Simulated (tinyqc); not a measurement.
Inside a calculation (part 1 of 2). Method: ROHF in the sto-3g basis, for CH2, spin multiplicity 3. Computed by tinyqc, a small Python program that keeps every step (integrals from PySCF). Settings: charge = 0, multiplicity = 3, basis = sto-3g, energy threshold = 1e-08, iteration cap = 50, orthogonalisation = symmetric, start = atomic densities, DIIS depth = 6, method = ROHF. Command: `OMP_NUM_THREADS=1 python tinyqc.py 23367 23368 out.jsonl` (the two numbers bound the seeds that draw the settings). One thread of a shared host (Intel(R) Xeon(R) Processor @ 2.60GHz), about 0.1 s of CPU time with the checks. Later iterations appear only in the table of the cycle.

## One-electron integrals

Geometry (angstrom):
```
atom        x         y        z
C     0.00000   0.00000  0.00000
H     0.00000   1.32500  0.64000
H     0.00000  -1.32500  0.64000
```

Basis sto-3g: exponents (1/bohr^2) and contraction coefficients of normalised primitives:
```
element  l (shell)  exponent  coefficient
C            s (1)  71.61684      0.15433
C            s (1)  13.04510      0.53533
C            s (1)   3.53051      0.44463
C            s (2)   2.94125     -0.09997
C            s (2)   0.68348      0.39951
C            s (2)   0.22229      0.70012
C            p (3)   2.94125      0.15592
C            p (3)   0.68348      0.60768
C            p (3)   0.22229      0.39196
H            s (1)   3.42525      0.15433
H            s (1)   0.62391      0.53533
H            s (1)   0.16886      0.44463
```

Overlap, kinetic and nuclear-attraction integrals over the contracted functions; the nuclear repulsion is the sum of Za Zb / Rab.

nuclear repulsion = 4.5151869 hartree

overlap S, lower triangle:
```
          1C 1s    1C 2s   1C 2px    1C 2py   1C 2pz    2H 1s    3H 1s
1C 1s   1.00000
1C 2s   0.24836  1.00000
1C 2px  0.00000  0.00000  1.00000
1C 2py  0.00000  0.00000  0.00000   1.00000
1C 2pz  0.00000  0.00000  0.00000   0.00000  1.00000
2H 1s   0.02609  0.29782  0.00000   0.29103  0.14057  1.00000
3H 1s   0.02609  0.29782  0.00000  -0.29103  0.14057  0.03717  1.00000
```

kinetic energy T (hartree), lower triangle:
```
           1C 1s    1C 2s   1C 2px    1C 2py   1C 2pz     2H 1s    3H 1s
1C 1s   15.89112
1C 2s   -0.08589  0.47225
1C 2px   0.00000  0.00000  1.47773
1C 2py   0.00000  0.00000  0.00000   1.47773
1C 2pz   0.00000  0.00000  0.00000   0.00000  1.47773
2H 1s   -0.00787  0.02134  0.00000   0.08003  0.03866   0.76003
3H 1s   -0.00787  0.02134  0.00000  -0.08003  0.03866  -0.00961  0.76003
```

nuclear attraction V (hartree), lower triangle:
```
            1C 1s     1C 2s    1C 2px    1C 2py    1C 2pz     2H 1s     3H 1s
1C 1s   -34.37199
1C 2s    -4.37086  -5.90588
1C 2px    0.00000   0.00000  -5.82044
1C 2py    0.00000   0.00000   0.00000  -5.92582
1C 2pz   -0.00808  -0.09175   0.00000   0.00000  -5.84503
2H 1s    -0.46550  -1.34812   0.00000  -1.19814  -0.59055  -3.57418
3H 1s    -0.46550  -1.34812   0.00000   1.19814  -0.59055  -0.15455  -3.57418
```

core Hamiltonian H = T + V (hartree), lower triangle:
```
            1C 1s     1C 2s    1C 2px    1C 2py    1C 2pz     2H 1s     3H 1s
1C 1s   -18.48087
1C 2s    -4.45675  -5.43363
1C 2px    0.00000   0.00000  -4.34271
1C 2py    0.00000   0.00000   0.00000  -4.44809
1C 2pz   -0.00808  -0.09175   0.00000   0.00000  -4.36730
2H 1s    -0.47338  -1.32678   0.00000  -1.11810  -0.55189  -2.81415
3H 1s    -0.47338  -1.32678   0.00000   1.11810  -0.55189  -0.16416  -2.81415
```

## Two-electron integrals

Functions are numbered as in S; the eight-fold symmetry (ij|kl) = (ji|kl) = (kl|ij) leaves the list below.

Two-electron integrals (ij|kl) in chemists' order, unique and non-zero (hartree):
```
(11|11) 3.54195    (21|11) 0.57692    (21|21) 0.11189    (22|11) 0.85468
(22|21) 0.20528    (22|22) 0.62471    (31|31) 0.02030    (32|31) 0.03086
(32|32) 0.13800    (33|11) 0.85244    (33|21) 0.20534    (33|22) 0.62457
(33|33) 0.67283    (41|41) 0.02030    (42|41) 0.03086    (42|42) 0.13800
(43|43) 0.03627    (44|11) 0.85244    (44|21) 0.20534    (44|22) 0.62457
(44|33) 0.60030    (44|44) 0.67283    (51|51) 0.02030    (52|51) 0.03086
(52|52) 0.13800    (53|53) 0.03627    (54|54) 0.03627    (55|11) 0.85244
(55|21) 0.20534    (55|22) 0.62457    (55|33) 0.60030    (55|44) 0.60030
(55|55) 0.67283    (61|11) 0.06083    (61|21) 0.01173    (61|22) 0.02152
(61|33) 0.02146    (61|41) 0.00061    (61|42) 0.00115    (61|44) 0.02162
(61|51) 0.00029    (61|52) 0.00055    (61|54) 0.00008    (61|55) 0.02150
(61|61) 0.00125    (62|11) 0.17692    (62|21) 0.04322    (62|22) 0.14902
(62|33) 0.14522    (62|41) 0.00364    (62|42) 0.02748    (62|44) 0.15433
(62|51) 0.00176    (62|52) 0.01327    (62|54) 0.00440    (62|55) 0.14735
(62|61) 0.00473    (62|62) 0.05121    (63|31) 0.00396    (63|32) 0.02213
(63|43) 0.00507    (63|53) 0.00245    (63|63) 0.00553    (64|11) 0.14832
(64|21) 0.03665    (64|22) 0.13398    (64|33) 0.12751    (64|41) 0.00655
(64|42) 0.04432    (64|44) 0.14503    (64|51) 0.00125    (64|52) 0.01072
(64|54) 0.00602    (64|55) 0.12923    (64|61) 0.00415    (64|62) 0.05446
(64|64) 0.06241    (65|11) 0.07164    (65|21) 0.01770    (65|22) 0.06471
(65|33) 0.06159    (65|41) 0.00125    (65|42) 0.01072    (65|44) 0.06516
(65|51) 0.00456    (65|52) 0.02731    (65|54) 0.00679    (65|55) 0.06731
(65|61) 0.00200    (65|62) 0.02631    (65|64) 0.02747    (65|65) 0.01880
(66|11) 0.35785    (66|21) 0.08879    (66|22) 0.35003    (66|33) 0.33346
(66|41) 0.00803    (66|42) 0.08442    (66|44) 0.37336    (66|51) 0.00388
(66|52) 0.04078    (66|54) 0.01927    (66|55) 0.34277    (66|61) 0.00977
(66|62) 0.16438    (66|64) 0.19183    (66|65) 0.09266    (66|66) 0.77461
(71|11) 0.06083    (71|21) 0.01173    (71|22) 0.02152    (71|33) 0.02146
(71|41) -0.00061   (71|42) -0.00115   (71|44) 0.02162    (71|51) 0.00029
(71|52) 0.00055    (71|54) -0.00008   (71|55) 0.02150    (71|61) 0.00122
(71|62) 0.00443    (71|64) 0.00362    (71|65) 0.00189    (71|66) 0.00908
(71|71) 0.00125    (72|11) 0.17692    (72|21) 0.04322    (72|22) 0.14902
(72|33) 0.14522    (72|41) -0.00364   (72|42) -0.02748   (72|44) 0.15433
(72|51) 0.00176    (72|52) 0.01327    (72|54) -0.00440   (72|55) 0.14735
(72|61) 0.00443    (72|62) 0.03274    (72|64) 0.02614    (72|65) 0.01639
(72|66) 0.07813    (72|71) 0.00473    (72|72) 0.05121    (73|31) 0.00396
(73|32) 0.02213    (73|43) -0.00507   (73|53) 0.00245    (73|63) 0.00319
(73|73) 0.00553    (74|11) -0.14832   (74|21) -0.03665   (74|22) -0.13398
(74|33) -0.12751   (74|41) 0.00655    (74|42) 0.04432    (74|44) -0.14503
(74|51) -0.00125   (74|52) -0.01072   (74|54) 0.00602    (74|55) -0.12923
(74|61) -0.00362   (74|62) -0.02614   (74|64) -0.01854   (74|65) -0.01290
(74|66) -0.06149   (74|71) -0.00415   (74|72) -0.05446   (74|74) 0.06241
(75|11) 0.07164    (75|21) 0.01770    (75|22) 0.06471    (75|33) 0.06159
(75|41) -0.00125   (75|42) -0.01072   (75|44) 0.06516    (75|51) 0.00456
(75|52) 0.02731    (75|54) -0.00679   (75|55) 0.06731    (75|61) 0.00189
(75|62) 0.01639    (75|64) 0.01290    (75|65) 0.01122    (75|66) 0.04090
(75|71) 0.00200    (75|72) 0.02631    (75|74) -0.02747   (75|75) 0.01880
(76|11) 0.02019    (76|21) 0.00494    (76|22) 0.01752    (76|33) 0.01711
(76|44) 0.01762    (76|51) 0.00035    (76|52) 0.00282    (76|55) 0.01781
(76|61) 0.00053    (76|62) 0.00508    (76|64) 0.00476    (76|65) 0.00290
(76|66) 0.01467    (76|71) 0.00053    (76|72) 0.00508    (76|74) -0.00476
(76|75) 0.00290    (76|76) 0.00066    (77|11) 0.35785    (77|21) 0.08879
(77|22) 0.35003    (77|33) 0.33346    (77|41) -0.00803   (77|42) -0.08442
(77|44) 0.37336    (77|51) 0.00388    (77|52) 0.04078    (77|54) -0.01927
(77|55) 0.34277    (77|61) 0.00908    (77|62) 0.07813    (77|64) 0.06149
(77|65) 0.04090    (77|66) 0.19964    (77|71) 0.00977    (77|72) 0.16438
(77|74) -0.19183   (77|75) 0.09266    (77|76) 0.01467    (77|77) 0.77461
```

## Orthogonalisation

S = U s U^T; symmetric (Loewdin) form X = U s^(-1/2) U^T, so that X^T S X = 1.

eigenvalues of S: 0.50956  0.56942  0.89321  1.00000  1.08467  1.39341  1.54973

X, lower triangle:
```
           1C 1s     1C 2s   1C 2px    1C 2py    1C 2pz     2H 1s    3H 1s
1C 1s    1.02567
1C 2s   -0.13941   1.10548
1C 2px   0.00000   0.00000  1.00000
1C 2py   0.00000   0.00000  0.00000   1.07539
1C 2pz  -0.00466   0.03726  0.00000   0.00000   1.01709
2H 1s    0.01819  -0.17218  0.00000  -0.16884  -0.07933   1.08558
3H 1s    0.01819  -0.17218  0.00000   0.16884  -0.07933  -0.01138  1.08558
```

## Starting guess

The start is atomic minimal-basis densities projected into this basis (PySCF's MINAO start) and scaled to the electron count of each spin; this density is not idempotent, so its energy is not variational and may lie below the converged one.

D(alpha) at the start, lower triangle:
```
           1C 1s     1C 2s   1C 2px    1C 2py   1C 2pz    2H 1s    3H 1s
1C 1s    1.33969
1C 2s   -0.32342   1.30909
1C 2px   0.00000   0.00000  0.41158
1C 2py   0.00000   0.00000  0.00000   0.37857
1C 2pz   0.00417  -0.01540  0.00000   0.00000  0.40397
2H 1s   -0.01265   0.05246  0.00000   0.03610  0.01553  0.60245
3H 1s   -0.01265   0.05246  0.00000  -0.03610  0.01553  0.01242  0.60245
```

D(beta) at the start, lower triangle:
```
           1C 1s     1C 2s   1C 2px    1C 2py   1C 2pz    2H 1s    3H 1s
1C 1s    0.80381
1C 2s   -0.19405   0.78545
1C 2px   0.00000   0.00000  0.24695
1C 2py   0.00000   0.00000  0.00000   0.22714
1C 2pz   0.00250  -0.00924  0.00000   0.00000  0.24238
2H 1s   -0.00759   0.03147  0.00000   0.02166  0.00932  0.36147
3H 1s   -0.00759   0.03147  0.00000  -0.02166  0.00932  0.00745  0.36147
```

## Iteration 1: building the Fock matrix

J_ij = sum D_kl (ij|kl) with D = D(alpha) + D(beta), K_ij = sum D_kl (ik|jl) for each spin; F = H + J - K(s); E = tr D H + tr D J / 2 - 0.5 sum_s tr D(s) K(s) + E_nn.

Coulomb J (hartree), lower triangle:
```
           1C 1s    1C 2s   1C 2px    1C 2py   1C 2pz    2H 1s    3H 1s
1C 1s   11.20048
1C 2s    2.13828  4.88250
1C 2px   0.00000  0.00000  4.84371
1C 2py   0.00000  0.00000  0.00000   4.92425
1C 2pz   0.00755  0.08194  0.00000   0.00000  4.86247
2H 1s    0.22514  1.18947  0.00000   1.08440  0.53506  3.08918
3H 1s    0.22514  1.18947  0.00000  -1.08440  0.53506  0.13953  3.08918
```

exchange K(alpha) (hartree), lower triangle:
```
          1C 1s    1C 2s   1C 2px    1C 2py   1C 2pz    2H 1s    3H 1s
1C 1s   4.54369
1C 2s   0.77412  1.09608
1C 2px  0.00000  0.00000  0.50526
1C 2py  0.00000  0.00000  0.00000   0.57719
1C 2pz  0.00347  0.03556  0.00000   0.00000  0.52193
2H 1s   0.09034  0.35657  0.00000   0.22883  0.11474  0.59978
3H 1s   0.09034  0.35657  0.00000  -0.22883  0.11474  0.06589  0.59978
```

exchange K(beta) (hartree), lower triangle:
```
          1C 1s    1C 2s   1C 2px    1C 2py   1C 2pz    2H 1s    3H 1s
1C 1s   2.72621
1C 2s   0.46447  0.65765
1C 2px  0.00000  0.00000  0.30316
1C 2py  0.00000  0.00000  0.00000   0.34631
1C 2pz  0.00208  0.02133  0.00000   0.00000  0.31316
2H 1s   0.05421  0.21394  0.00000   0.13730  0.06884  0.35987
3H 1s   0.05421  0.21394  0.00000  -0.13730  0.06884  0.03953  0.35987
```

F(alpha) (hartree), lower triangle:
```
            1C 1s     1C 2s    1C 2px    1C 2py    1C 2pz     2H 1s     3H 1s
1C 1s   -11.82407
1C 2s    -3.09258  -1.64721
1C 2px    0.00000   0.00000  -0.00427
1C 2py    0.00000   0.00000   0.00000  -0.10102
1C 2pz   -0.00400  -0.04537   0.00000   0.00000  -0.02676
2H 1s    -0.33859  -0.49387   0.00000  -0.26254  -0.13157  -0.32475
3H 1s    -0.33859  -0.49387   0.00000   0.26254  -0.13157  -0.09052  -0.32475
```

F(beta) (hartree), lower triangle:
```
            1C 1s     1C 2s   1C 2px    1C 2py    1C 2pz     2H 1s     3H 1s
1C 1s   -10.00660
1C 2s    -2.78294  -1.20877
1C 2px    0.00000   0.00000  0.19784
1C 2py    0.00000   0.00000  0.00000   0.12985
1C 2pz   -0.00261  -0.03115  0.00000   0.00000   0.18201
2H 1s    -0.30245  -0.35125  0.00000  -0.17100  -0.08568  -0.08484
3H 1s    -0.30245  -0.35125  0.00000   0.17100  -0.08568  -0.06417  -0.08484
```

total energy of this density = -38.1768668 hartree

This density is the starting one; it is not idempotent, so its energy is not variational and may lie below the converged one.

## Iteration 1: Roothaan effective Fock matrix

With projectors Pc = D(beta) S, Po = (D(alpha) - D(beta)) S, Pv = 1 - D(alpha) S, the block xy is Px^T F Py; with Fc = (F(alpha) + F(beta))/2, the blocks are Fc for cc, oo, vv and cv, F(beta) for co and F(alpha) for ov.

effective F (hartree), lower triangle:
```
           1C 1s     1C 2s   1C 2px    1C 2py    1C 2pz     2H 1s     3H 1s
1C 1s   -9.98429
1C 2s   -2.76178  -1.10417
1C 2px   0.00000   0.00000  0.08542
1C 2py   0.00000   0.00000  0.00000   0.01715
1C 2pz   0.00248  -0.01146  0.00000   0.00000   0.07048
2H 1s   -0.31187  -0.26560  0.00000  -0.20783  -0.09492  -0.11939
3H 1s   -0.31187  -0.26560  0.00000   0.20783  -0.09492  -0.00465  -0.11939
```

## Iteration 1: diagonalisation and new density

Diagonalise F' = X^T F X, C = X C', fill 5 alpha and 3 beta electrons from the bottom; D(s) = C_occ C_occ^T. Each column has its largest component positive (the first on a tie).

F' = X^T F X (hartree), lower triangle:
```
          1         2        3         4         5        6        7
1  -9.75583
2  -1.49832  -0.52567
3   0.00000   0.00000  0.08542
4   0.00000   0.00000  0.00000   0.16424
5  -0.00871   0.03903  0.00000   0.00000   0.10298
6  -0.02241  -0.15138  0.00000  -0.23888  -0.10952  0.02050
7  -0.02241  -0.15138  0.00000   0.23888  -0.10952  0.00362  0.02050
```

orbital energies (hartree): MO1 -9.99337, MO2 -0.39358, MO3 -0.25521, MO4 -0.04018, MO5 0.08542, MO6 0.27273, MO7 0.43633

coefficients C:
```
             MO1       MO2       MO3       MO4      MO5       MO6       MO7
1C 1s    0.99138  -0.25473   0.00000   0.11632  0.00000  -0.10432   0.00000
1C 2s    0.03370   0.87330   0.00000  -0.52039  0.00000   0.51732   0.00000
1C 2px   0.00000   0.00000   0.00000   0.00000  1.00000   0.00000   0.00000
1C 2py   0.00000   0.00000   0.48859   0.00000  0.00000   0.00000   0.98730
1C 2pz   0.00086   0.05594   0.00000   0.66241  0.00000   0.77881   0.00000
2H 1s   -0.00408   0.19346   0.49818   0.44555  0.00000  -0.61422  -0.61805
3H 1s   -0.00408   0.19346  -0.49818   0.44555  0.00000  -0.61422   0.61805
```

D(alpha) after iteration 1, lower triangle:
```
           1C 1s     1C 2s   1C 2px    1C 2py   1C 2pz     2H 1s    3H 1s
1C 1s    1.06124
1C 2s   -0.24958   1.03459
1C 2px   0.00000   0.00000  1.00000
1C 2py   0.00000   0.00000  0.00000   0.23872
1C 2pz   0.06365  -0.29584  0.00000   0.00000  0.44192
2H 1s   -0.00150  -0.06305  0.00000   0.24341  0.30596   0.48415
3H 1s   -0.00150  -0.06305  0.00000  -0.24341  0.30596  -0.01223  0.48415
```

D(beta) after iteration 1, lower triangle:
```
           1C 1s    1C 2s   1C 2px    1C 2py   1C 2pz     2H 1s    3H 1s
1C 1s    1.04771
1C 2s   -0.18905  0.76378
1C 2px   0.00000  0.00000  0.00000
1C 2py   0.00000  0.00000  0.00000   0.23872
1C 2pz  -0.01340  0.04888  0.00000   0.00000  0.00313
2H 1s   -0.05333  0.16881  0.00000   0.24341  0.01082   0.28563
3H 1s   -0.05333  0.16881  0.00000  -0.24341  0.01082  -0.21075  0.28563
```

## Iteration 2: building the Fock matrix

As before.

Coulomb J (hartree), lower triangle:
```
           1C 1s    1C 2s   1C 2px    1C 2py   1C 2pz    2H 1s    3H 1s
1C 1s   11.12257
1C 2s    2.12648  4.87886
1C 2px   0.00000  0.00000  4.85623
1C 2py   0.00000  0.00000  0.00000   4.92199
1C 2pz   0.00151  0.05743  0.00000   0.00000  4.84150
2H 1s    0.22377  1.18800  0.00000   1.08416  0.53002  3.07470
3H 1s    0.22377  1.18800  0.00000  -1.08416  0.53002  0.13911  3.07470
```

exchange K(alpha) (hartree), lower triangle:
```
          1C 1s     1C 2s   1C 2px    1C 2py   1C 2pz    2H 1s    3H 1s
1C 1s   3.61956
1C 2s   0.63475   0.94845
1C 2px  0.00000   0.00000  0.85402
1C 2py  0.00000   0.00000  0.00000   0.56006
1C 2pz  0.00165  -0.08115  0.00000   0.00000  0.59118
2H 1s   0.07092   0.27959  0.00000   0.26696  0.16510  0.56850
3H 1s   0.07092   0.27959  0.00000  -0.26696  0.16510  0.02764  0.56850
```

exchange K(beta) (hartree), lower triangle:
```
           1C 1s    1C 2s   1C 2px    1C 2py   1C 2pz     2H 1s    3H 1s
1C 1s    3.57893
1C 2s    0.59092  0.68431
1C 2px   0.00000  0.00000  0.14472
1C 2py   0.00000  0.00000  0.00000   0.48919
1C 2pz  -0.00010  0.07762  0.00000   0.00000  0.15876
2H 1s    0.06280  0.25808  0.00000   0.24670  0.06450   0.42062
3H 1s    0.06280  0.25808  0.00000  -0.24670  0.06450  -0.01166  0.42062
```

F(alpha) (hartree), lower triangle:
```
            1C 1s     1C 2s    1C 2px    1C 2py    1C 2pz     2H 1s     3H 1s
1C 1s   -10.97786
1C 2s    -2.96502  -1.50321
1C 2px    0.00000   0.00000  -0.34050
1C 2py    0.00000   0.00000   0.00000  -0.08616
1C 2pz   -0.00822   0.04683   0.00000   0.00000  -0.11698
2H 1s    -0.32052  -0.41836   0.00000  -0.30091  -0.18697  -0.30795
3H 1s    -0.32052  -0.41836   0.00000   0.30091  -0.18697  -0.05270  -0.30795
```

F(beta) (hartree), lower triangle:
```
            1C 1s     1C 2s   1C 2px    1C 2py    1C 2pz     2H 1s     3H 1s
1C 1s   -10.93723
1C 2s    -2.92120  -1.23907
1C 2px    0.00000   0.00000  0.36880
1C 2py    0.00000   0.00000  0.00000  -0.01529
1C 2pz   -0.00648  -0.11194  0.00000   0.00000   0.31544
2H 1s    -0.31241  -0.39685  0.00000  -0.28065  -0.08637  -0.16007
3H 1s    -0.31241  -0.39685  0.00000   0.28065  -0.08637  -0.01340  -0.16007
```

total energy of this density = -38.2611760 hartree

## Iteration 2: Roothaan effective Fock matrix

As before.

effective F (hartree), lower triangle:
```
            1C 1s     1C 2s   1C 2px    1C 2py    1C 2pz     2H 1s     3H 1s
1C 1s   -10.95769
1C 2s    -2.94211  -1.34524
1C 2px    0.00000   0.00000  0.01415
1C 2py    0.00000   0.00000  0.00000  -0.05073
1C 2pz   -0.01320  -0.07126  0.00000   0.00000   0.05460
2H 1s    -0.31943  -0.42811  0.00000  -0.29078  -0.15713  -0.24326
3H 1s    -0.31943  -0.42811  0.00000   0.29078  -0.15713  -0.04230  -0.24326
```

## Iteration 2: DIIS over 2 matrices

error matrix X^T (FDS - SDF) X:
```
          1         2        3         4        5         6         7
1   0.00000  -0.01772  0.00000   0.00000  0.01771   0.01184   0.01184
2   0.01772   0.00000  0.00000   0.00000  0.00475   0.07004   0.07004
3   0.00000   0.00000  0.00000   0.00000  0.00000   0.00000   0.00000
4   0.00000   0.00000  0.00000   0.00000  0.00000  -0.01577   0.01577
5  -0.01771  -0.00475  0.00000   0.00000  0.00000  -0.01911  -0.01911
6  -0.01184  -0.07004  0.00000   0.01577  0.01911   0.00000   0.00000
7  -0.01184  -0.07004  0.00000  -0.01577  0.01911   0.00000   0.00000
```

B (overlaps of the stored error matrices):
```
                1               2
1   7.5677578e-01  -4.2390184e-02
2  -4.2390184e-02   2.3937618e-02
```

Minimise |sum c_i e_i|^2 with sum c_i = 1: solve [B -1; -1 0][c; lambda] = [0; -1] with B_ij = tr e_i^T e_j, and take F = sum c_i F_i.

DIIS coefficients: 0.07664  0.92336

extrapolated F (hartree), lower triangle:
```
            1C 1s     1C 2s   1C 2px    1C 2py    1C 2pz     2H 1s     3H 1s
1C 1s   -10.88309
1C 2s    -2.92829  -1.32677
1C 2px    0.00000   0.00000  0.01961
1C 2py    0.00000   0.00000  0.00000  -0.04553
1C 2pz   -0.01200  -0.06668  0.00000   0.00000   0.05582
2H 1s    -0.31885  -0.41566  0.00000  -0.28442  -0.15236  -0.23377
3H 1s    -0.31885  -0.41566  0.00000   0.28442  -0.15236  -0.03941  -0.23377
```
